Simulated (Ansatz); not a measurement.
# SiH+ (triplet): from Hartree-Fock to the top rungs at distance Si1–H2 = 5.347 Å, cc-pVQZ

The task here is to estimate one member of a computed series from the others.

Method: cc-pVQZ, core rule «outside noble gas», up to 5 orbitals frozen; program: Ansatz 0.2.0, Gaussian basis.

To be run: UHF; CCSD(T) on ROHF; CCSD(T) on UHF; BCCD(T) on ROHF; CCSDT(Q) on ROHF; CCSDT(Q) on UHF; CASSCF and NEVPT2, 4 electrons in 5 orbitals; Full CI.

17 further runs of the same task are left out: 2 for a known fault of the program, 12 that didn't finish, 3 set aside as unsound or not needed.

## The geometry

The geometry derives from a PBE0/def2-TZVP stationary point (not a proven minimum). One bond is set to the value named and the two fragments are kept rigid.

2 atoms, charge 1, spin multiplicity 3.

Atoms are counted from 1 here; the program's logs count them from 0.

No contacts short enough for the rule that draws bonds.

Set-up of the first run:

File in.yaml:

```yaml
crystal:
  periodic: [false, false, false]
  atoms:
    - {symbol: Si, position_ang: [0.000000, 0.000000, 0.000000]}
    - {symbol: H, position_ang: [0.000000, 0.000000, 5.347000]}
basis:
  gaussian: {orbitals: cc-pVQZ}
total_charge: 1
magnetization: {spin_polarized: true, initial_magnetization: 2}
hamiltonian: {xc: hf}
output: {orbitals: {seedname: orbitals}}
```

Launch:

```sh
ansatz run in.yaml --threads 1 --pin off --events-out ev --progress --plain --max-ram 2393MiB
```

Among the steps run: UHF; CCSD(T) on ROHF; CCSD(T) on UHF; BCCD(T) on ROHF; CCSDT(Q) on ROHF; CCSDT(Q) on UHF; CASSCF and NEVPT2, 4 electrons in 5 orbitals; Full CI.

One table of the session follows, with a row left open; its other results are not shown here.

```
        method  from FCI (meV)
          ROHF         +1803.5
           UHF               ?
          RMP2          +469.3
          UMP2          +478.0
         RCCSD           +48.2
         UCCSD           +42.3
      RCCSD(T)           +10.7
      UCCSD(T)           +10.0
       BCCD(T)           +11.0
        RCCSDT            -0.3
        UCCSDT            -0.9
     RCCSDT(Q)            -0.3
     UCCSDT(Q)            -0.9
CASSCF valence         +1040.3
NEVPT2 valence          +307.9
           FCI               0
```

Q: Estimate the row for UHF from the others.

**Answer.** from FCI (meV): +1670.8. In the column «from FCI (meV)» it lies between CASSCF valence (+1040.3) and ROHF (+1803.5).

Limits of these values: Levels on UHF freeze UHF's core orbitals, full CI those of ROHF, so the U rows can settle a little off it for that reason alone. Restricted and unrestricted rows rest on different reference determinants; where their highest levels disagree by more than a few hundredths of an eV, they describe different states and don't form one ladder.
